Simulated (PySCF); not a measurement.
Species: acrylic acid, C3H4O2.
Z-matrix (Å and degrees, PBE0-D3(BJ)/def2-SVP geometry), rows numbered from 1:
```
C 
C   1  1.3339
C   2  1.4823  1  120.32
O   3  1.2050  2  125.58  1     0.18
O   3  1.3403  2  111.63  1  -179.81
H   1  1.0923  2  121.76  3  -179.99
H   1  1.0941  2  119.67  3    -0.08
H   2  1.0928  1  122.55  3  -179.94
H   5  0.9694  3  106.39  2   179.83
```

A calculation gives these core lines: C 1s: 291.16 (area 1), 291.34 (area 1), 294.91 (area 1) eV; O 1s: 537.75 (area 1), 540.09 (area 1) eV.

Method: delta-SCF UKS SCAN, pcX-2 on the ionised atom, pcseg-1 elsewhere, spin-free X2C in PySCF 2.14.0. The structure is a single PBE0-D3(BJ)/def2-SVP conformer in the gas phase; no vibrational or solvent corrections.

Assign the C 1s lines to atoms.

291.16 eV: C1 (terminal =CH2 carbon); 291.34 eV: C2 (alkene CH carbon); 294.91 eV: C3 (carboxylic acid carbon). Lowest listed C 1s: C1, bonded to C (double bond) and 2 H. Highest, 3.75 eV above it: C3, bonded to O (double bond), O and C. The widest gap between neighbouring values is 3.57 eV, between 291.34 and 294.91 eV.

Assign the O 1s lines to atoms.

537.75 eV: O4 (acid carbonyl oxygen); 540.09 eV: O5 (acid hydroxyl oxygen). Lowest listed O 1s: O4, bonded to C (double bond). Highest, 2.34 eV above it: O5, bonded to C and H. Summing the Pauling electronegativity differences to the bonded atoms, each weighted by its formal bond order, gives -1.78 for the lowest site and -2.13 for the highest; the largest sum, -1.78, belongs to O4, 2.34 eV below the top. The smallest sum, -2.13, belongs to O5, 2.34 eV above the lowest.

Bonded neighbours of each site: C1: C (double bond) and 2 H; C2: C (double bond), C and H; C3: O (double bond), O and C; O4: C (double bond); O5: C and H.

What is the longest wavelength that can ionise C 1s of C3 vertically?

λ = hc/E = 12398.42 eV Å / 294.91 eV = 42.041 Å.

Hardware: Arm Neoverse V1, one thread, no GPU, shared host. Cost: 24 s wall.
